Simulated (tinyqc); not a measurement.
Inside a calculation. Method: extended Hueckel theory, for H2O+. The parameters take no account of the charge, which enters only through the electron count. One step of it, computed by the program tinyqc.

Problem. Mulliken analysis. P = C n C^T; charge = valence electrons (H 1, O 6) minus the sum of (P S)_ii on the atom; overlap population = 2 sum P_ij S_ij between two atoms.

coefficients:
```
              MO1        MO2        MO3       MO4        MO5        MO6
1O 2s    0.965049   0.000000  -0.125044  0.000000   0.000000  -0.718166
1O 2px   0.000000   0.000000   0.000000  1.000000   0.000000   0.000000
1O 2py   0.000000   0.713324   0.000000  0.000000   0.887112   0.000000
1O 2pz  -0.009763   0.000000   0.935285  0.000000   0.000000  -0.472158
2H 1s    0.040760   0.336929   0.134553  0.000000  -0.807165   0.810483
3H 1s    0.040760  -0.336929   0.134553  0.000000   0.807165   0.810483
```

occupations: 2.000000  2.000000  2.000000  1.000000  0.000000  0.000000

overlap S, lower triangle:
```
           1O 2s    1O 2px     1O 2py    1O 2pz     2H 1s     3H 1s
1O 2s   1.000000
1O 2px  0.000000  1.000000
1O 2py  0.000000  0.000000   1.000000
1O 2pz  0.000000  0.000000   0.000000  1.000000
2H 1s   0.413472  0.000000   0.310904  0.190076  1.000000
3H 1s   0.413472  0.000000  -0.310904  0.190076  0.153113  1.000000
```

Give: charges; Overlap populations.

Solution.

charges: 1O -0.0928, 2H 0.5464, 3H 0.5464

Overlap populations:
```
pair      value
2-1    0.431498
3-1    0.431498
3-2   -0.057421
```
